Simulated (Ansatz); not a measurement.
Pt (fcc): energy against volume

Level of theory: DFT, BLYP, plane waves (420 eV) with PAW, scalar-relativistic (Ansatz). The PAW files were generated under PBE, with cores re-solved for the functional.

The cell is scaled uniformly from the relaxed one, with fractional coordinates and shape fixed. Energies are extrapolated to zero smearing, pressures are those at the given smearing. Magnetic state: spin not included.

A Birch-Murnaghan fit gives V₀ = 16.62 Å³/atom, B₀ = 199 GPa, B₀′ = 5.6.

Question: What are the energy above the minimum and the pressure at 15.317 Å³/atom?

Answer: 76.3 meV/atom and 20.82 GPa as computed.

Question: What are the energy above the minimum and the pressure at 15.983 Å³/atom?

Answer: 16.7 meV/atom and 9.10 GPa as computed.

Question: What are the energy above the minimum and the pressure at 17.981 Å³/atom?

Answer: 57.8 meV/atom and -12.17 GPa as computed.
